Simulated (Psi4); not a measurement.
# UHF/3-21G run of triplet C3H5F

Aim: energy and forces of triplet C3H5F. 

The results are computed with Psi4 1.11.

1 further run of the same task is left out (set aside as unsound or not needed).

## Step 1: The structure to begin with

C3H5F: 9 atoms, total charge 0, spin state triplet. SMILES of the parent species: `C=CCF`. The coordinates come from a PBE0-D4/def2-TZVP relaxation. That shape belongs to the parent species and isn't relaxed for this state.

Bond lengths: C1–C2 1.324 Å, C2–C3 1.486 Å, C3–F4 1.387 Å, C1–H5 1.084 Å, C1–H6 1.086 Å, C2–H7 1.087 Å, C3–H8 1.096 Å, C3–H9 1.094 Å. Some angles: C1–C2–C3 123.6°, C2–C3–F4 110.3°, C1–C2–H7 120.6°, C3–C2–H7 115.9°, C2–C1–H5 121.7°, C2–C1–H6 121.3°, C2–C3–H8 111.1°, C2–C3–H9 111.2°, F4–C3–H8 106.9°, F4–C3–H9 108.2°.

## Step 2: Energy and forces at UHF/3-21G

run.py reads:

```python
import psi4

psi4.set_memory('1600 MB')
psi4.set_num_threads(1)
psi4.set_output_file('psi4.out', False)

geom = psi4.geometry("""
0 3
C     -1.09226170     2.12121757    -1.14895348
C      0.66612846     0.40704701    -0.66782921
C      0.37889009    -1.61155844     1.26328191
F      0.81352710    -3.96502335     0.19331898
H     -0.79840929     3.60786512    -2.52599691
H     -2.89449351     2.10515490    -0.16837460
H      2.45626602     0.43595982    -1.67524221
H      1.75706735    -1.38101185     2.79150343
H     -1.52463104    -1.61061358     2.06868319
units au
symmetry c1
no_reorient
no_com
""")

psi4.set_options({
    'basis': '3-21G',
    'reference': 'uhf',
    'puream': True,
    'e_convergence': 1e-09,
    'd_convergence': 1e-08,
    'scf_type': 'pk',
    'maxiter': 200,
})

E, wfn = psi4.gradient("hf", return_wfn=True)
psi4.oeprop(wfn, "LOWDIN_CHARGES", "MAYER_INDICES", "DIPOLE")
print('gradient / Eh bohr^-1')
print(E.np.round(6))
print(f'energy = {wfn.energy():.10f} Eh')
for k, v in sorted(psi4.core.scalar_variables().items()):
    print(f'{k:45s} {v:18.10f}')
```

The run is started by

```console
python run.py
```

**Question.** What will come out? Wanted: total energy; dipole moment; HOMO energy; LUMO energy; ⟨S²⟩; largest force on an atom.

Answer, from the run:

At UHF/3-21G:

| quantity | value |
| --- | --- |
| total energy | -214.60243 Eh |
| dipole moment | 2.27 D |
| HOMO energy (highest over α and β) | -6.87 eV |
| LUMO energy (lowest over α and β) | 1.07 eV |
| ⟨S²⟩ | 2.020 |
| largest force on an atom | 11.468 eV/Å |
